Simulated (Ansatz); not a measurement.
Basis-set extrapolation for `CC(Cl)CF` (PBE0-D4/def2-TZVP geometry, frozen core, Ansatz). Multiplicity 1, RHF reference.

```csv
,def2-TZVPP,def2-QZVPP
HF,-676.138243,-676.160759
MP2 correlation,-0.958820,-1.036073
CCSD(T) correlation,-1.043168,not run
```

Energies in hartree. Use E(X) = E(∞) + A·exp(−7.88·√X) for Hartree–Fock and E(X) = E(∞) + B·X^(−2.97) for correlation, with X = 3 and 4, and add CCSD(T) minus MP2 of the smaller set to the MP2 limit.

Problem. What is the CCSD(T) energy at the basis-set limit?

Solution. HF limit: -676.160759 + (-0.022516) × 0.13774 = -676.16386. MP2 limit: -1.036073 + (-0.077253) × 0.74074 = -1.09330. Higher-order term: -1.043168 − (-0.958820) = -0.08435. Total: -677.34151 hartree, 420.3 kJ/mol below CCSD(T)/def2-TZVPP.
